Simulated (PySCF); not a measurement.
**Continuum solvent and chemical shifts**

Molfile (atoms numbered from 1):
```
C4H7ClO
     RDKit          3D

 13 13  0  0  0  0  0  0  0  0999 V2000
    1.9628    1.0600    3.2458 Cl  0  0  0  0  0  0  0  0  0  0  0  0
    1.6576    1.0551    1.4760 C   0  0  2  0  0  0  0  0  0  0  0  0
    0.2104    1.4199    1.1288 C   0  0  0  0  0  0  0  0  0  0  0  0
   -0.3817    0.0691    0.7415 C   0  0  0  0  0  0  0  0  0  0  0  0
    0.6803   -0.5927    0.1015 O   0  0  0  0  0  0  0  0  0  0  0  0
    1.8135   -0.3686    0.8934 C   0  0  0  0  0  0  0  0  0  0  0  0
    2.3786    1.7662    1.0557 H   0  0  0  0  0  0  0  0  0  0  0  0
   -0.3028    1.9204    1.9599 H   0  0  0  0  0  0  0  0  0  0  0  0
    0.2039    2.0941    0.2590 H   0  0  0  0  0  0  0  0  0  0  0  0
   -1.2283    0.1310    0.0441 H   0  0  0  0  0  0  0  0  0  0  0  0
   -0.7098   -0.4855    1.6442 H   0  0  0  0  0  0  0  0  0  0  0  0
    1.8696   -1.0897    1.7309 H   0  0  0  0  0  0  0  0  0  0  0  0
    2.7117   -0.4847    0.2701 H   0  0  0  0  0  0  0  0  0  0  0  0
  1  2  1  0
  2  3  1  0
  3  4  1  0
  4  5  1  0
  5  6  1  0
  6  2  1  0
  2  7  1  6
  3  8  1  0
  3  9  1  0
  4 10  1  0
  4 11  1  0
  6 12  1  0
  6 13  1  0
M  END
```

GIAO PBE0/pcSseg-1 in PySCF 2.14.0 with density-fitted response routines on one PBE0-D3(BJ)/def2-SVP conformer, non-relativistic, equivalent nuclei averaged. Solvents enter as an IEF-PCM continuum (methanol with ε = 32.6, water with ε = 78.4) around the gas-phase geometry. Shifts are referred to TMS computed in the same medium.

Gas phase, δ in ppm: C6 80.2, C4 67.8, C2 60.7, C3 40.7, H13 4.38, H7 4.01, H10 3.87, H11 3.44, H12 3.40, H9 2.02, H8 1.76. Dipole moment 1.34 D.

Problem. How does each δ change in the continuum?

Solution. 
```
atoms                         environment  Δδ, methanol  Δδ, water
   C6                 sp3 CH2 bonded to O          +0.9       +0.9
   C4                 sp3 CH2 bonded to O          +1.3       +1.3
   C2                 sp3 CH bonded to Cl          +2.5       +2.6
   C3                   sp3 CH2 in a ring          +0.7       +0.8
  H13  hydrogen on an sp3 CH2 bonded to O         +0.17      +0.17
   H7  hydrogen on an sp3 CH bonded to Cl         +0.33      +0.34
  H10  hydrogen on an sp3 CH2 bonded to O         +0.14      +0.14
  H11  hydrogen on an sp3 CH2 bonded to O         +0.07      +0.07
  H12  hydrogen on an sp3 CH2 bonded to O         -0.01      -0.02
   H9    hydrogen on an sp3 CH2 in a ring         +0.22      +0.23
   H8    hydrogen on an sp3 CH2 in a ring         +0.10      +0.10
```

Changes are relative to the gas phase. The dipole moment becomes 1.74 D in methanol, 1.75 D in water.

Problem. Which nuclei move most (in ppm), and what does the model miss?

Solution. C2 (sp3 CH bonded to Cl, +2.6 ppm) in water. A continuum only polarises the solute; specific hydrogen bonds, the anisotropy of aromatic solvents and changes of geometry or conformer are outside it.
